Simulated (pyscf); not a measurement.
Single points on ωB97X-D3(BJ)/def2-SVP structures (PySCF, gas phase).

### Question
Estimate by transition-state theory the rate constant of H₂N–In(Cl)–Cl + hydrogen (H₂) → H₂N–InH–Cl + hydrogen chloride (HCl) (singlet surface; Cl–In, H–H broken, H–In, Cl–H formed) at 1200 K, with ωB97M-D3(BJ)/def2-TZVP energies (ideal gas, 1 atm, RRHO with modes under 100 cm⁻¹ raised to 100, one conformer, R ln 2 for chiral ones without a mode under 150 cm⁻¹; no tunnelling).

### Answer
The electronic barrier is 33.3 kcal/mol and the thermal terms add +35.4, so ΔG‡ = 68.7 kcal/mol. With k_BT/h = 2.50e+13 s⁻¹ and RT = 2.385 kcal/mol, and a volume of 1.64e-19 cm³ per molecule at 1 atm, k = 1.2e-18 cm³ molecule⁻¹ s⁻¹. Wigner's tunnelling factor for 1200i cm⁻¹ would be 1.09. A shift of 1 kcal/mol in the barrier changes k by a factor 1.5. On the product side the descent ends in an adduct with a Cl–In contact, 8.7 kcal/mol under the separated species and 18.8 kcal/mol under the saddle at ωB97X-D3(BJ)/def2-TZVP. What is counted as broken (Cl–In) persists as a longer contact in the product adduct; parting that adduct is a step of its own. The same reactants have a lower exit, to Cl–InH–Cl + NH₃ (barrier +19.3 kcal/mol at ωB97M-D3(BJ)/def2-TZVP, against +33.3 kcal/mol here). This is the saddle that the search found; another between the same sides may lie lower. Elements past Kr carry the def2 core potentials, without spin-orbit coupling.
